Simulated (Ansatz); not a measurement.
Relaxed structures of CH2LiO, doublet (PBE0-D4/def2-TZVP; forces vanish, vibrations not checked; lower isomers may exist, and structures with a doubtful reference or unclear bonds are left out; Å). Computed with Ansatz 0.2.0 (basis: def2-TZVPP); correlated methods freeze the cores; orbitals are unrestricted. The outer core shell of Li, Na, Mg and K is correlated.

(1) Rank them by CCSD(T) energy, lowest first, and give each one's height above the lowest. Links in brackets join atoms within 1.22 times the sum of their covalent radii (1.1 for two metals). (To be estimated.)
A.
CH₂LiO ([Li][O][CH2])
```
5
angstrom
Li -2.2559 0.1513 -0.3046
O -0.6777 0.0449 -0.0847
C 0.6092 -0.0465 0.1484
H 1.1103 -1.0090 0.0408
H 1.2141 0.8592 0.2001
```
B.
CH₂LiO ([Li]1[CH][OH]1)
```
5
angstrom
Li -1.6302 0.4943 -0.9263
O -0.9352 -0.0967 0.6592
C 0.0651 -0.0607 -0.4227
H 0.9927 -0.4990 -0.0372
H -0.7436 -0.7473 1.3381
```
C.
CH₂LiO ([LiH][O][CH])
```
5
angstrom
Li -1.9393 -0.7345 -0.2110
O -0.2276 0.2058 0.0048
C 0.9336 0.3025 0.1524
H -3.3756 -1.4440 -0.3924
H 1.4950 1.2653 0.2215
```
D.
a complex of CO + H₂ + Li
```
5
angstrom
Li 0.2903 -2.9399 0.8289
O -1.7734 0.2921 -0.1265
C -1.5067 1.3428 -0.4230
H 1.7086 0.2818 -0.0514
H 1.7880 0.9971 -0.2535
```

The T1 diagnostic stays at or below 0.021. ⟨S²⟩ of the unrestricted Hartree–Fock references: 0.75 to 0.77 (a pure state has 0.75).

## Answers

(1) By the calculation: A (0.00 kcal/mol), D (22.71 kcal/mol), B (36.57 kcal/mol), C (46.07 kcal/mol). Heights count from the lowest.

For scale, one of the runs: CCSD(T)/def2-TZVPP, 109 basis functions, launched by `ansatz run in.yaml --threads 2 --pin off --events-out ev --progress --plain --max-ram 4352MiB`. The run took 16 s on 2 CPU threads of an Arm Neoverse V2 (shared host), with 0.89 GiB of host memory at its peak.
